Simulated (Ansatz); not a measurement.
# AlHS+ (quartet): the correlation ladder, def2-TZVPP

The task here is to estimate one member of a computed series from the others.

Method: def2-TZVPP, core rule «outside noble gas», up to 10 orbitals frozen; program: Ansatz 0.2.0, Gaussian basis.

The runs, in order: UHF; ROHF; CCSD(T) on UHF.

2 further runs of the same task are left out: 2 set aside as unsound or not needed.

**What is computed**

The geometry is a PBE0/def2-TZVP stationary point (not a proven minimum) of the parent state, kept for this charge and spin.

3 atoms, charge 1, spin multiplicity 4.

Atoms are counted from 1 here; the program's logs count them from 0.

Bond lengths: Al1–S2 2.185 Å, S2–H3 1.348 Å. Angles: Al1–S2–H3 99.2°.

Set-up of the first run:

File in.yaml:

```yaml
crystal:
  periodic: [false, false, false]
  atoms:
    - {symbol: Al, position_ang: [0.000000, 0.032224, 1.206475]}
    - {symbol: S, position_ang: [0.000000, -0.066502, -0.975876]}
    - {symbol: H, position_ang: [0.000000, 1.252993, -1.251158]}
basis:
  gaussian: {orbitals: def2-TZVPP}
total_charge: 1
magnetization: {spin_polarized: true, initial_magnetization: 3}
hamiltonian: {xc: hf}
output: {orbitals: {seedname: orbitals}}
```

Launch:

```console
$ ansatz run in.yaml --threads 1 --pin off --events-out ev --progress --plain --max-ram 4096MiB --backend cpu
```

Steps of the session up to this table: UHF; ROHF; CCSD(T) on UHF.

One table of the session follows, with a row left open; its other results are not shown here.

```
  method  from UCCSD(T) (meV)
    ROHF              +5699.3
     UHF              +5541.1
    UMP2                    ?
   UCCSD               +214.7
UCCSD(T)                    0
```

**Question.** Estimate the row for UMP2.

**Answer.** from UCCSD(T) (meV): +1018.9. In the column «from UCCSD(T) (meV)» it lies between UCCSD (+214.7) and UHF (+5541.1).
